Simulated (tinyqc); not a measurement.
Stretching all distances: RHF, UHF, MP2, CISD and CCSD against full CI in the sto-6g basis, for CH2, spin multiplicity 1. Computed by the program tinyqc with PySCF. All coordinates are multiplied by the scale. c0^2 is the weight of the RHF determinant in the lowest singlet FCI state (UHF is spin-contaminated and may lie near states of higher spin) and n(LUMO) the first natural occupation beyond the occupied space.

Geometry (angstrom):
```
atom       x        y       z
C     0.0000   0.0000  0.0000
H     0.0000   0.8150  0.6060
H     0.0000  -0.8150  0.6060
```

Full CI energy (hartree) and errors against it (kcal/mol):
```
scale  distance 1-2 (angstrom)     E(FCI)      RHF     UHF     MP2    CISD    CCSD  <S^2> UHF   c0^2  n(LUMO)
0.920                    0.934  -38.73345   31.015   6.220  13.481   1.459   0.336      0.840  0.918    0.142
1.140                    1.158  -38.81076   40.761  22.871  16.714   2.014   0.338      0.759  0.923    0.100
1.590                    1.615  -38.69562   83.311  68.097  34.708   7.405   0.535      1.063  0.839    0.142
1.820                    1.848  -38.62976  118.551  56.191  49.735  15.154   0.368      1.484  0.733    0.272
2.040                    2.072  -38.58489  158.990  36.970  65.286  26.691  -1.425      1.738  0.602    0.436
2.260                    2.295  -38.55835  202.271  24.225  79.048  40.401  -6.768      1.878  0.463    0.608
```

Estimate the missing row, scale = 1.37.

Computed row:
```
scale  distance 1-2 (angstrom)     E(FCI)     RHF     UHF     MP2   CISD   CCSD  <S^2> UHF   c0^2  n(LUMO)
1.370                    1.391  -38.76566  58.200  45.714  23.817  3.656  0.423      0.676  0.899    0.076
```

UHF lies below RHF over the whole range. The weight c0^2 goes from 0.92 to 0.46 and n(LUMO) from 0.14 to 0.61: static correlation grows as the bonds break into open-shell fragments. The spread of the error along the curve, which distorts its shape, is CCSD 7.3, CISD 38.9, UHF 61.9, MP2 65.6, RHF 171.3 kcal/mol. Below FCI somewhere: CCSD, as non-variational methods may be.
